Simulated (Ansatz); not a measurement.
# The cluster Ga₂O₂: single points with varied inputs

How do the results and run time of the cluster Ga₂O₂ respond when the settings are drawn wide?

Computed with Ansatz 0.2.0, Gaussian basis. Level: the settings change from run to run.

**1. The molecule**

An earlier PBE-D4/def2-SVP relaxation fixed the geometry.

4 atoms, charge 0, spin multiplicity 1.

Atoms are counted from 1 here; the program's logs count them from 0.

Bond lengths: Ga1–O3 1.753 Å, Ga1–O4 1.666 Å, Ga2–O3 1.835 Å. Angles: O3–Ga1–O4 180.0°, Ga1–O3–Ga2 179.8°.

As a file:

```
Ga    0.66400    0.63540    0.00469
Ga   -1.92871   -1.84561   -0.01355
O    -0.60192   -0.57787   -0.00653
O     1.86664    1.78809    0.01540
```

**2. PBE0/def2-TZVP**

Options: a grid of angular degree 47, D4 dispersion.

Contents of in.yaml:

```yaml
crystal:
  periodic: [false, false, false]
  atoms:
    - {symbol: Ga, position_ang: [0.663995, 0.635404, 0.004692]}
    - {symbol: Ga, position_ang: [-1.928715, -1.845612, -0.013550]}
    - {symbol: O, position_ang: [-0.601920, -0.577873, -0.006532]}
    - {symbol: O, position_ang: [1.866640, 1.788091, 0.015400]}
basis:
  gaussian: {orbitals: def2-TZVP, final_grid: {core_spheres: 20, valence_spheres: 16, degree: 47}}
hamiltonian: {xc: {name: PBE0}, dispersion: d4}
scf: {omitted_lower_state_checks: [starts]}
output: {forces: true}
```

Launch:

```sh
$ ansatz run in.yaml --threads 4 --pin off --events-out ev --progress --plain --max-ram 3916MiB
```

What it wrote:

```text
Functional definition: PBE0
  name "PBE0"
  cite "Adamo & Barone, J. Chem. Phys. 110, 6158 (1999) doi:10.1063/1.478522"
  cite "Perdew, Burke & Ernzerhof, Phys. Rev. Lett. 77, 3865 (1996) doi:10.1103/PhysRevLett.77.3865"
  parent pbe
  parameter a = 0.25
  parameter kappa = 0.804
  parameter beta = 0.06672455060314922
  exchange = (1 - a)*pbe_x(kappa = kappa, mu = beta*pi^2/3) + a*exact_x
  correlation = pbe_c(beta = beta)
these checks for a lower state are left out or cut short: starts
1128 factors; their error is unknown
mean field evaluation 1: about -108817.8240 eV, gradient 9.6e1 eV
mean field evaluation 2: about -108604.5235 eV, gradient 2.3e2 eV
mean field evaluation 4: about -108833.3507 eV, gradient 2.0e1 eV
mean field evaluation 8: about -108834.2009 eV, gradient 8.5e-1 eV
mean field evaluation 16: about -108834.5843 eV, gradient 2.4e-3 eV
mean field -108834.58428926 eV, -3999.5972018997 hartree, gradient 4.8e-5 eV, S^2 0.000000; 0 other end points of the search recorded, 0 dependent functions left out
the calculation of the forces begins
reference -108834.58431607 eV, -3999.5972028848 hartree; 39, 39 occupied and 119, 119 virtual orbitals, 1128 factors
Total energy: -108834.67758821 eV, -3999.6006305727 hartree
Atom 0 at     0.663995     0.635404     0.004692 Å, force    -0.106606    -0.102240    -0.001025 eV/Å
Atom 1 at    -1.928715    -1.845612    -0.013550 Å, force     0.261499     0.249790     0.001298 eV/Å
Atom 2 at    -0.601920    -0.577873    -0.006532 Å, force     0.345776     0.332314     0.004180 eV/Å
Atom 3 at     1.866640     1.788091     0.015400 Å, force    -0.500668    -0.479864    -0.004453 eV/Å
Dipole moment:    -0.928325    -0.888790    -0.007087 e Å
Checks for a lower state left out: starts
```

Run time: 2.2 s. Hardware: 4 threads of Arm Neoverse V2, shared host.

Largest force 0.694 eV/Å, dipole 6.17 D.

**3. wB97/cc-pVTZ**

This run has a point charge of 1.00 e beside it, the search for lower states set to light.

Contents of in.yaml:

```yaml
crystal:
  periodic: [false, false, false]
  atoms:
    - {symbol: Ga, position_ang: [0.663995, 0.635404, 0.004692]}
    - {symbol: Ga, position_ang: [-1.928715, -1.845612, -0.013550]}
    - {symbol: O, position_ang: [-0.601920, -0.577873, -0.006532]}
    - {symbol: O, position_ang: [1.866640, 1.788091, 0.015400]}
basis:
  gaussian: {orbitals: cc-pVTZ, point_charges: [{charge: 1.00, position_ang: [5.019, -0.792, 0.914]}]}
hamiltonian: {xc: {name: wB97}}
scf: {lower_state_search: light}
```

Launched as before.

What it wrote (excerpt; [...] marks lines left out):

```text
Functional definition: wB97
  name "wB97"
  cite "Chai & Head-Gordon, J. Chem. Phys. 128, 084106 (2008) doi:10.1063/1.2834918"
  cite "Becke, J. Chem. Phys. 107, 8554 (1997) doi:10.1063/1.475007"
[...]
  # The coefficients of nought are those of the uniform gas.
[...]
      + integral(e_c_pw_opposite_spin*poly(b97_u_opposite, 1, cos1, cos2, cos3, cos4))
1060 factors; their error is unknown
286 factors; integrals over basis functions are off by at most 3.9e-5 eV
[...]
mean field -108862.22352401 eV, -4000.6129250420 hartree, gradient 3.8e-5 eV, S^2 0.000000; 0 other end points of the search recorded, 0 dependent functions left out
reference -108862.22351313 eV, -4000.6129246423 hartree; 39, 39 occupied and 107, 107 virtual orbitals, 1060 factors
Total energy: -108862.22351313 eV, -4000.6129246423 hartree
```

It took 2.9 s on 4 threads of Arm Neoverse V2, shared host.

**4. revPBE/def2-mTZVP**

Options: coordinates scaled by 0.96, D3(BJ) with three-body dispersion.

Contents of in.yaml:

```yaml
crystal:
  periodic: [false, false, false]
  atoms:
    - {symbol: Ga, position_ang: [0.637435, 0.609988, 0.004504]}
    - {symbol: Ga, position_ang: [-1.851566, -1.771788, -0.013008]}
    - {symbol: O, position_ang: [-0.577843, -0.554758, -0.006271]}
    - {symbol: O, position_ang: [1.791975, 1.716568, 0.014784]}
basis:
  gaussian: {orbitals: def2-mTZVP}
hamiltonian: {xc: {name: revPBE}, dispersion: d3bjatm}
```

Same command.

What it wrote:

```text
Functional definition: revPBE
  name "revPBE"
  cite "Zhang & Yang, Phys. Rev. Lett. 80, 890 (1998) doi:10.1103/PhysRevLett.80.890"
  cite "Perdew, Burke & Ernzerhof, Phys. Rev. Lett. 77, 3865 (1996) doi:10.1103/PhysRevLett.77.3865"
  parameter kappa = 1.245
  parameter beta = 0.06672455060314922
  exchange = pbe_x(kappa = kappa, mu = beta*pi^2/3)
  correlation = pbe_c(beta = beta)
1054 factors; their error is unknown
mean field evaluation 1: about -108821.6617 eV, gradient 1.2e2 eV
mean field evaluation 2: about -108537.3223 eV, gradient 2.6e2 eV
mean field evaluation 4: about -108841.2963 eV, gradient 3.8e1 eV
mean field evaluation 8: about -108843.6322 eV, gradient 4.8e0 eV
mean field evaluation 16: about -108843.6451 eV, gradient 1.4e-4 eV
mean field -108843.64509496 eV, -3999.9301803674 hartree, gradient 4.2e-5 eV, S^2 0.000000; 0 other end points of the search recorded, 0 dependent functions left out
reference -108843.64513920 eV, -3999.9301819930 hartree; 39, 39 occupied and 81, 81 virtual orbitals, 1054 factors
Total energy: -108843.81901879 eV, -3999.9365719501 hartree
```

Run time: 0.7 s. Hardware: 4 threads of Arm Neoverse V2, shared host.

**5. revPBE/def2-SVP**

Set apart from the defaults: multiplicity 3, a grid of angular degree 47, D3(BJ) dispersion, relativity set to none.

Contents of in.yaml:

```yaml
crystal:
  periodic: [false, false, false]
  atoms:
    - {symbol: Ga, position_ang: [0.663995, 0.635404, 0.004692]}
    - {symbol: Ga, position_ang: [-1.928715, -1.845612, -0.013550]}
    - {symbol: O, position_ang: [-0.601920, -0.577873, -0.006532]}
    - {symbol: O, position_ang: [1.866640, 1.788091, 0.015400]}
basis:
  gaussian: {orbitals: def2-SVP, final_grid: {core_spheres: 20, valence_spheres: 16, degree: 47}}
magnetization: {spin_polarized: true, initial_magnetization: 2}
hamiltonian: {xc: {name: revPBE}, dispersion: d3bj, pseudopotentials: {relativity: none}}
scf: {omitted_lower_state_checks: [starts]}
```

Same command.

What it wrote:

```text
Functional definition: revPBE
  name "revPBE"
  cite "Zhang & Yang, Phys. Rev. Lett. 80, 890 (1998) doi:10.1103/PhysRevLett.80.890"
  cite "Perdew, Burke & Ernzerhof, Phys. Rev. Lett. 77, 3865 (1996) doi:10.1103/PhysRevLett.77.3865"
  parameter kappa = 1.245
  parameter beta = 0.06672455060314922
  exchange = pbe_x(kappa = kappa, mu = beta*pi^2/3)
  correlation = pbe_c(beta = beta)
these checks for a lower state are left out or cut short: starts
996 factors; their error is unknown
mean field evaluation 1: about -108795.8195 eV, gradient 7.6e1 eV
mean field evaluation 2: about -108376.1441 eV, gradient 2.0e2 eV
mean field evaluation 4: about -108539.2341 eV, gradient 1.3e2 eV
mean field evaluation 8: about -108822.3488 eV, gradient 1.2e0 eV
mean field evaluation 16: about -108822.3115 eV, gradient 2.5e-2 eV
mean field -108822.31146685 eV, -3999.1461839946 hartree, gradient 7.0e-6 eV, S^2 2.003010; 0 other end points of the search recorded, 0 dependent functions left out
reference -108822.31151478 eV, -3999.1461857560 hartree; 40, 38 occupied and 52, 54 virtual orbitals, 996 factors
Total energy: -108822.48230355 eV, -3999.1524621278 hartree
Checks for a lower state left out: starts
```

Wall time 11 s (4 threads of Arm Neoverse V2, shared host).

⟨S²⟩ 2.003.

**6. All runs side by side**

```
            level  charge  multiplicity               geometry  functions  energy (eV)   time
   PBE0/def2-TZVP       0             1                relaxed        158  -108834.678  2.2 s
     wB97/cc-pVTZ       0             1  relaxed, point charge        146  -108862.224  2.9 s
revPBE/def2-mTZVP       0             1                 scaled        120  -108843.819  0.7 s
  revPBE/def2-SVP       0             3                relaxed         92  -108822.482   11 s
```

**7. Results**

| quantity | value |
| --- | --- |
| runs | 4 |
| quickest | revPBE/def2-mTZVP, 0.7 s |
| slowest | revPBE/def2-SVP, 11 s |

The runs differ in state or geometry as well as level, so their energies can't be set against each other. Run time spans a factor of 15, from revPBE/def2-mTZVP to revPBE/def2-SVP. The jobs differ in tasks and options as well as level. At the PBE-D4/def2-SVP geometry and in the same state, the sound runs without point charges leave forces up to 0.69 eV/Å (PBE0/def2-TZVP).
